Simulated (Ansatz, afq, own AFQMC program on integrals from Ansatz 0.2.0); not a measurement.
## AlSiH3ClF, singlet: AFQMC among the cluster methods

```yaml
atoms:
  - { symbol: F, position_ang: [-0.4566, -2.4451, 0.8086] }
  - { symbol: Al, position_ang: [-0.7821, -1.0684, -0.0666] }
  - { symbol: Si, position_ang: [0.7081, 0.8451, 0.0899] }
  - { symbol: Cl, position_ang: [-2.5020, -1.1322, -1.2628] }
  - { symbol: H, position_ang: [2.0824, 0.4487, -0.3489] }
  - { symbol: H, position_ang: [0.7853, 1.3182, 1.5070] }
  - { symbol: H, position_ang: [0.2262, 1.9658, -0.7730] }
```

Basis def2-TZVP. Noble-gas cores (and the filled d shells of Ga–Kr and In–Xe) are frozen. Integrals, coupled cluster, full CI and functionals: Ansatz 0.2.0; the random walks run on the same integrals in our own AFQMC program. ph-AFQMC/CISD is guided by a CISD state made of CCSD amplitudes; releasing the constraint for a short imaginary time cuts its bias at the price of noise, slowly where states lie close. Uncertainties: one standard error, sampling alone.

Determinant: RHF, the one that the program's search chose, which needn't be the lowest solution. The geometry is a PBE0/def2-SVP stationary point of this or a neighbouring charge and spin state.

No full CI on the walks' own integrals is used here. The released AFQMC energy serves as the reference, which it does only where one determinant dominates, the energy is flat over the last release times and near the phaseless one (40 meV or 2 meV an electron, half that with transition metals). On small molecules, where full CI could be run and the noise was under 10 meV, such values lay within 10 meV of it in 19 cases of 20, a flattering rate, since the rule was set on those same cases; what remains of the bias isn't in the error bar.

Cautions: the released value is read at 0.90 1/Eh with a noise of 16 meV, more than in the cases checked (meV from the phaseless value at times in 1/Eh: 16 ± 9 at 0.21, 23 ± 13 at 0.42, 19 ± 10 at 0.63, 25 ± 16 at 0.90).

```
T1 diagnostic                               : 0.0126
weight of the determinant in the CISD state : 0.794
size of the correlated space                : 24 electrons in 144 orbitals
```

Reference: AFQMC with the constraint released, correlation energy -18.861 ± 0.016 eV.

| level | E − E(reference) (kJ/mol) | share of correlation (%) |
| --- | --- | --- |
| HF | 1819.8 ± 1.6 | 0.00 |
| MP2 | 186.5 ± 1.6 | 89.75 |
| CCSD | 64.6 ± 1.6 | 96.45 |
| CCSD(T) | 5.1 ± 1.6 | 99.72 |
| ph-AFQMC/CISD | -2.4 ± 1.8 | 100.13 |

Released energies are given only where the last usable release times agree within the noise; a slower fall can still hide under it.
